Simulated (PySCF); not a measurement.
Species, as SMILES: O=C=C.
Geometry (B3LYP-D3(BJ)/def2-TZVP, fixed):
```xyz
5

C      0.0091     0.0017    -1.2056
C     -0.0008    -0.0001     0.1027
H      0.0282     0.9401    -1.7377
H     -0.0018    -0.9351    -1.7406
O     -0.0096    -0.0018     1.2620
```

Basis-set convergence of the mean static polarisability at PBE0 with PySCF. All functions are spherical. Density fitting with generated auxiliary sets. No added dispersion term, no relativity. Reference: the value in d-aug-cc-pVTZ, 28.70 bohr³, itself unsure by roughly 0.4 % (its mean distance from aug-pcseg-2, aug-cc-pVTZ). Deviations are taken from unrounded values. Cost is core time over that of 6-31G**, rough, on shared machines of one kind.

| basis | functions | mean static polarisability (bohr³) | minus reference (%) | cost |
|---|---|---|---|---|
| 6-31G** | 52 | 20.37 | -29.0 | 1× |
| cc-pVDZ | 52 | 21.07 | -26.6 | 1× |
| def2-SVP | 52 | 21.05 | -26.7 | 1× |
| pcseg-1 | 52 | 21.53 | -25.0 | 1× |
| 6-311G** | 66 | 22.05 | -23.2 | 1× |
| 6-311+G** | 78 | 25.20 | -12.2 | 2× |
| aug-cc-pVDZ | 87 | 28.20 | -1.7 | 2× |
| Sadlej pVTZ | 90 | 28.51 | -0.7 | 2× |
| 6-311++G(2d,2p) | 101 | 26.71 | -6.9 | 3× |
| def2-TZVP | 105 | 25.43 | -11.4 | 3× |
| def2-TZVPP | 121 | 25.60 | -10.8 | 4× |
| d-aug-cc-pVDZ | 122 | 28.75 | 0.2 | 3× |
| def2-TZVPD | 132 | 28.39 | -1.1 | 4× |
| 6-311++G(3df,3pd) | 153 | 28.15 | -1.9 | 5× |
| aug-cc-pVTZ | 184 | 28.56 | -0.5 | 7× |
| cc-pVQZ | 225 | 26.29 | -8.4 | 10× |
| def2-QZVPP | 231 | 26.95 | -6.1 | 10× |
| d-aug-cc-pVTZ | 250 | 28.70 | 0.0 | 10× |

The smallest set listed that lies within 5 % of the reference with all its larger relatives (same family, alike in diffuse functions; a set with none counts only in the reference's own line) is aug-cc-pVDZ (87 functions, 2× in cost, -1.7 % off). Inside, with no larger relative to test it: Sadlej pVTZ, 6-311++G(3df,3pd). (Relatives not listed, tested too: jun-cc-pV(T+d)Z -0.7, def2-TZVPPD -1.1, def2-QZVPPD -0.6 %.)
